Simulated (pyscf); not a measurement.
Single points on ωB97X-D3(BJ)/def2-SVP structures (PySCF, gas phase).

Q: Estimate the classical barrier height and the reaction energy of `[AsH3]` + `[OH][SiH3]` → `[OH][AsH2]` + `[SiH4]` at r²SCAN/def2-TZVP. The step runs on the singlet surface, breaks As–H, O–Si and forms As–O, H–Si; take the separated reactants as zero.

A: ΔE‡ = 49.7 kcal/mol, ΔE = +28.1 kcal/mol. CCSD(T)/def2-TZVPP + ΔMP2(QZVPP) gives 55.9 kcal/mol and +28.5 kcal/mol. Zero-point energy shifts the barrier by +1.3 kcal/mol. It is a four-centre exchange, with an imaginary mode of 452i cm⁻¹. This is the saddle that the search found; another between the same sides may lie lower. The CCSD(T) − MP2 part came from Ansatz, without density fitting, on the same reference. The frozen core leaves the outer d or s,p core shells of the metals and heavy elements correlated in the MP2 and CC values, and def2-TZVPP describes them poorly, which can shift differences by a few kcal/mol. Elements up to Kr have no core potential and no relativistic terms here.
